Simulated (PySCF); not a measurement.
Input of a run (PBE0-D3(BJ)/def2-SVP geometry optimisation, gas phase (PySCF 2.14.0)), started from GFN2-xTB:
```
{"job": {"xc": "PBE0", "basis": "def2-SVP", "d3": "d3bj", "grid": 1, "shake": 0.01, "kind": "geom"}, "charge": 0, "multiplicity": 1}
Cl     2.305010    -1.262740    -0.058040
C      0.799700    -0.385410    -0.031510
C      0.593460     0.954300    -0.155130
P     -1.078690     1.336250    -0.049960
C     -1.387400    -0.348280     0.130560
O     -0.294310    -1.115870     0.128660
H      1.414960     1.665830    -0.279430
H     -2.297600    -0.863230     0.262380
```

Output (energies in Eh, forces in Eh/bohr):
```
step   0  E = -991.38138270  max force = 0.033618
step   1  E = -991.38238274  max force = 0.008171
step   2  E = -991.38449402  max force = 0.005715
step   3  E = -991.38467916  max force = 0.007411
step   4  E = -991.38524292  max force = 0.000677
step   5  E = -991.38524489  max force = 0.000656
step   6  E = -991.38525149  max force = 0.000198
optimisation converged
```

Summarise the run.

The energy falls by 0.105 eV over 7 energy and gradient evaluations, the largest force component goes from 0.0336 to 2.0e-04 Eh/bohr, and the atoms move by 0.027 Å rms after alignment. The bond that changes most is C3–P4 (ends: aromatic CH carbon; phosphorus bonded to 2 C), which lengthens by 0.063 Å. Bonds longer at the end by more than 0.005 Å: 4 of 8; shorter: 3. The energy never rose by more than 1e-6 Eh on the way. The first step brought 26 % of the lowering.

What are the final bond lengths?

Cl1–C2 1.703 Å, C2–C3 1.358 Å, C3–P4 1.781 Å, P4–C5 1.708 Å, C5–O6 1.345 Å, C2–O6 1.339 Å, C3–H7 1.089 Å, C5–H8 1.090 Å. Numbering counts from 1 in the input's order; the species is `Clc1cpco1`.

The run used 102 basis functions and 52 SCF cycles in all. The run took 22 s of wall time on one thread, Arm Neoverse V2 (aarch64), shared host with 96 logical CPUs at a one-minute load of 19, and the process peaked at 0.42 GiB of memory.

Whether it is a minimum is left open (no frequencies).
